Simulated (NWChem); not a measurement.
Molecule: formaldehyde (CH2O); SMILES O=C

```xyz
4

C      0.0000     0.0000     0.5276
O      0.0000     0.0000    -0.6805
H      0.0000    -0.9529     1.1393
H      0.0000     0.9529     1.1393
```
Atoms are numbered in this order, from 1.

Structure relaxed at the PBE-D3(BJ)/def2-SVP level. B3LYP is NWChem's, with the RPA form of VWN correlation.

Symmetry labels are those of C2v in the frame above (b1 and b2, or b-type labels, depend on it). States above −ε(HOMO) = 7.7 eV lie in this functional's continuum and hang on the basis.

Task: List the 6 lowest vertical singlet excitations from B3LYP/def2-SVPD, TDA (NWChem).

Result: 
| state | energy (eV) | oscillator strength | symmetry | leading excitation (squared amplitude) |
|---|---|---|---|---|
| S1 | 3.97 | 0.000 | a2 | HOMO → LUMO (1.00) |
| S2 | 7.15 | 0.044 | b2 | HOMO → LUMO+1 (0.99) |
| S3 | 8.67 | 0.052 | b2 | HOMO → LUMO+3 (0.98) |
| S4 | 8.77 | 0.106 | a1 | HOMO → LUMO+2 (0.99) |
| S5 | 9.08 | 0.001 | b1 | HOMO−2 → LUMO (0.99) |
| S6 | 9.43 | 0.000 | a2 | HOMO → LUMO+4 (1.00) |
